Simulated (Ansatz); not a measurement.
Input for Ansatz (development build ahead of 0.2.0):

```yaml
crystal:
  periodic: [false, false, false]
  atoms:
    - { symbol: B, position_ang: [0.0, 0.0, 0.0] }
    - { symbol: C, position_ang: [0.94024, 1.25365, 2.71423] }
basis:
  gaussian: { orbitals: "6-31G" }
magnetization:
  initial_magnetization: 3
hamiltonian:
  xc: hf
correlation:
  method: fci
  frozen_orbitals: { B: 1, C: 1 }
```

The input is written out in the form of the current development build from the run's settings.

Output:

| Item | Value |
| --- | --- |
| Converged | yes |
| Total energy | -62.29053 hartree |
| State | lowest quartet root, of any spatial symmetry |
